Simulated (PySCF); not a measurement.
**Exercise with solution: chemical shift, span and skew from a shielding tensor**

C₄H₄S, SMILES c1ccsc1. Atoms are numbered in the order given.

```xyz
9

C      0.0000     0.7149     1.2748
C      0.0000    -0.7149     1.2748
C      0.0000    -1.2414     0.0075
S      0.0000     0.0000    -1.1982
C      0.0000     1.2414     0.0075
H      0.0000     1.3261     2.1785
H      0.0000    -1.3261     2.1785
H      0.0000    -2.2898    -0.2867
H      0.0000     2.2898    -0.2867
```

Geometry optimised at B3LYP-D3(BJ)/def2-SVP.

GIAO shieldings from KT2/pcSseg-1 in PySCF, non-relativistic, no solvent. The symmetric part of the tensor of C1 has the principal values -14.4, 49.1, 149.6 ppm. The same nucleus in TMS has σ = 185.1 ppm at this level (PySCF, at its B3LYP-D3(BJ)/def2-TZVP geometry).

### Question
Work out the isotropic shielding, the ¹³C shift against TMS, the span and the skew.

### Answer

σ(iso) = (σ11 + σ22 + σ33)/3 = 61.4 ppm. δ = σ(ref) − σ(iso) = 185.1 − (61.4) = 123.7 ppm.
Span Ω = σ33 − σ11 = 164.0 ppm. Skew κ = 3(σ(iso) − σ22)/Ω = 0.23. Tumbling in solution averages the tensor to δ; in a static solid the shielding alone would spread this spin-1/2 line over Ω.
